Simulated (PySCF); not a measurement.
Species: 1,3,5-triazine, C3H3N3.
Geometry (PBE0-D3(BJ)/def2-SVP, Å), atoms numbered from 1 in this order:
```
atom  x, y, z in Å
C1     1.2088   -0.3949   -0.2566
N2     0.2120   -1.2339   -0.5213
C3    -0.9927   -0.7807   -0.1887
N4    -1.2475    0.4016    0.3634
C5    -0.1721    1.1528    0.5786
N6     1.0798    0.8095    0.2914
H7     2.2239   -0.7246   -0.5111
H8    -1.8486   -1.4384   -0.3861
H9    -0.3309    2.1393    1.0319
```

Theory: MP2 and CCSD/aug-cc-pVDZ in PySCF, restricted Hartree–Fock reference, 6 core orbitals frozen, non-relativistic, gas phase, PBE0-D3(BJ)/def2-SVP geometry.

E(HF) = -278.73266 Eh.

(1) How large is the problem?

(2) What are the MP2 and CCSD correlation energies?

(3) What is the T1 diagnostic?

## Answers

(1) 165 basis functions and 42 electrons; 6 orbitals frozen, which leaves o = 15 correlated occupied and v = 144 virtual orbitals. That is o·v = 2160 singles and o·v(o·v + 1)/2 = 2333880 distinct closed-shell doubles amplitudes before symmetry; the costliest CCSD step grows as o²v⁴ = 9.7 × 10^10.

(2) MP2 -0.8847 Eh and CCSD -0.9047 Eh, which gives totals of -279.61738 and -279.63736 Eh. That is 0.821 eV for each correlated electron at CCSD (2375 kJ/mol in all, 0.324 % of the total energy); MP2 gives 97.8 % of the CCSD value.

(3) 0.0170, below the customary warning level of 0.02. It is the norm of the spatial-orbital singles amplitudes over the root of the number of correlated electrons, so the norm is 0.093.

No triples correction and no basis-set extrapolation were made.

The job also held the EOM ionisation roots. The run took 5.1 min of wall time on one thread, Intel Xeon Platinum 8259CL at 2.50 GHz (x86_64), on a shared host, and the process peaked at 3.0 GiB of memory.
